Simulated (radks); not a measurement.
**Al²⁺ in [He] 2s2 2p4 3s1 4f2: an all-electron calculation**

An exercise on one series of results from a longer session: the logs are not shown, and one member is left open.

Program: radks (a radial shooting solver on a logarithmic mesh, Libxc functionals) version 1. Level of theory: Dirac Kohn-Sham, BLYP, spin-unpolarised, spherical densities, point nucleus; open shells fill j = l - 1/2 first. These are calculated values, not measurements, unless marked.

**Starting point**

* element: aluminium (Z = 13)
* charge: +2
* electrons: 11
* configuration: [He] 2s2 2p4 3s1 4f2

The first run:

Settings of this run:

```text
Z 13
configuration [He] 2s2 2p4 3s1 4f2 3p0 4s0
relativity Dirac
functional b88,lyp
spin unpolarised
j_filling energy
nucleus point
c 137.035999084
```

One of the session's tables, all rows but one given; the rest of the session is left out.

It belongs to the step «Radial structure». Sizes of the orbitals, from the radial functions (bohr):

| level | <r> | outermost maximum (interpolated) | 90 % within | nodes |
| --- | --- | --- | --- | --- |
| 1s1/2 | 0.1200 | 0.0783 | 0.215 | 0 |
| 2s1/2 | 0.5879 | 0.480 | 0.919 | 1 |
| 2p1/2 | 0.5410 | 0.403 | 0.897 | 0 |
| 2p3/2 | ? | ? | ? | ? |
| 3s1/2 | 1.747 | 1.56 | 2.57 | 2 |
| 3p1/2 | 1.860 | 1.64 | 2.79 | 1 |
| 3p3/2 | 1.863 | 1.65 | 2.79 | 1 |
| 4s1/2 | 3.895 | 3.72 | 5.54 | 3 |
| 4f5/2 | 4.785 | 4.18 | 7.08 | 0 |
| 4f7/2 | 4.785 | 4.18 | 7.08 | 0 |

**Question.** Estimate the row for 2p3/2.

As computed: <r>: 0.5427; outermost maximum (interpolated): 0.405; 90 % within: 0.900; nodes: 0. In the column «<r>» it lies between 2p1/2 (0.5410) and 2s1/2 (0.5879).
